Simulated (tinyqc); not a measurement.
Inside a calculation. Method: LCCD on RHF in the sto-3g basis, frozen core, for NH3, spin multiplicity 1. One step of it, computed by the program tinyqc.

Question. Orthogonalisation. S = U s U^T; symmetric (Loewdin) form X = U s^(-1/2) U^T, so that X^T S X = 1.

overlap S, lower triangle:
```
           1N 1s     1N 2s     1N 2px     1N 2py     1N 2pz     2H 1s     3H 1s     4H 1s
1N 1s   1.000000
1N 2s   0.235038  1.000000
1N 2px  0.000000  0.000000   1.000000
1N 2py  0.000000  0.000000   0.000000   1.000000
1N 2pz  0.000000  0.000000   0.000000   0.000000   1.000000
2H 1s   0.042923  0.416991   0.364869   0.000000  -0.142655  1.000000
3H 1s   0.042878  0.416738  -0.182284   0.315914  -0.142538  0.153379  1.000000
4H 1s   0.042878  0.416738  -0.182284  -0.315914  -0.142538  0.153379  0.153181  1.000000
```

Give: eigenvalues of S; X.

Answer.

eigenvalues of S: 0.350  0.470  0.470  0.919  1.066  1.377  1.377  1.973

X, lower triangle:
```
         1N 1s   1N 2s  1N 2px  1N 2py  1N 2pz   2H 1s   3H 1s  4H 1s
1N 1s    1.025
1N 2s   -0.147   1.272
1N 2px   0.000   0.000   1.104
1N 2py   0.000   0.000   0.000   1.104
1N 2pz   0.008  -0.084   0.000   0.000   1.028
2H 1s    0.021  -0.251  -0.244   0.000   0.084   1.168
3H 1s    0.021  -0.251   0.122  -0.211   0.084  -0.039   1.168
4H 1s    0.021  -0.251   0.122   0.211   0.084  -0.039  -0.039  1.168
```
